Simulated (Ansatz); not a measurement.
# HN2Si: the cost of one run

Computed with Ansatz 0.2.0, Gaussian basis. Level: the settings change from run to run.

23 further runs of the same task are left out: 4 for a known fault of the program, 6 that didn't finish, 13 set aside as unsound or not needed. Runs told in other sessions of the task aren't counted.

**1. What is computed**

The geometry is a PBE0/def2-TZVP stationary point (not a proven minimum) of the parent state, kept for this charge and spin.

4 atoms, charge 1, spin multiplicity 1.

Atoms are counted from 1 here; the program's logs count them from 0.

Bond lengths: Si1–N2 1.658 Å, Si1–N3 1.658 Å, Si1–H4 1.472 Å, N2–N3 1.546 Å. Angles: N2–Si1–N3 55.6°, N2–Si1–H4 152.2°, N3–Si1–H4 152.2°, Si1–N2–N3 62.2°, Si1–N3–N2 62.2°.

As a file:

```xyz
4

Si    0.0000    0.0000    0.6935
N     0.0000   -0.7732   -0.7732
N     0.0000    0.7732   -0.7732
H     0.0000    0.0000    2.1654
```

**2. BCCD(T)/cc-pVDZ**

Contents of in.yaml:

```yaml
crystal:
  periodic: [false, false, false]
  atoms:
    - {symbol: Si, position_ang: [0.000000, 0.000000, 0.693477]}
    - {symbol: N, position_ang: [0.000000, -0.773207, -0.773173]}
    - {symbol: N, position_ang: [0.000000, 0.773207, -0.773173]}
    - {symbol: H, position_ang: [0.000000, 0.000000, 2.165363]}
basis:
  gaussian: {orbitals: cc-pVDZ}
total_charge: 1
magnetization: {spin_polarized: true, initial_magnetization: 0}
hamiltonian: {xc: {name: PBE}}
correlation: {method: bccd_t, electrons: outside_noble_gas}
accuracy: high
scf: {omitted_lower_state_checks: [cluster_reference]}
```

The run is started by

```
$ ansatz run in.yaml --threads 1 --pin off --events-out ev --progress --plain --max-ram 2393MiB
```

What time and memory should one allow on 1 thread of Arm Neoverse V1, shared host?

About 9 s, with a peak of 0.28 GiB.
